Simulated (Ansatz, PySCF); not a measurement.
This PySCF input computes a CCSD(T)/cc-pVDZ energy:

```python
from pyscf import gto, scf, mp, cc as ccmod

mol = gto.M(
    atom='''
    O    -1.04654174   -0.38868140   -0.00062933
    C    -0.01375265    0.43909737    0.00455308
    O     1.14788679    0.22368781   -0.00139048
    H    -0.72824441   -1.31463559   -0.01116004
    ''',
    basis='cc-pvdz',
    charge=0,
    spin=1,
    verbose=4,
)

mf = scf.UHF(mol)
mf.conv_tol = 1e-10
mf.max_cycle = 100
mf.kernel()
mo, _, stable, _ = mf.stability(return_status=True)
if not stable:
    mf.kernel(mf.make_rdm1(mo, mf.mo_occ))
mp2 = mp.MP2(mf, frozen=3).run()
cc = ccmod.CCSD(mf, frozen=3)
cc.max_cycle = 100
cc.kernel()
et = cc.ccsd_t()
print(f'E(CCSD(T)) = {cc.e_tot + et:.9f}')
```

**Question.** Write an input for the same energy in Ansatz (a program for electronic structure) and say what it gives.

**Answer.** 
Ansatz 0.2 input:
```yaml
crystal:
  periodic: [false, false, false]
  atoms:
    - {symbol: O, position_ang: [-1.04654174, -0.38868140, -0.00062933]}
    - {symbol: C, position_ang: [-0.01375265, 0.43909737, 0.00455308]}
    - {symbol: O, position_ang: [1.14788679, 0.22368781, -0.00139048]}
    - {symbol: H, position_ang: [-0.72824441, -1.31463559, -0.01116004]}
basis:
  gaussian:
    orbitals: cc-pVDZ
magnetization: {spin_polarized: true, initial_magnetization: 1}
correlation: {method: ccsd_t, electrons: outside_noble_gas}
```
It gives -188.64758 Eh, and PySCF -188.64759 Eh, a difference of 0.01 mEh.

It need not be the lowest isomer of its formula.
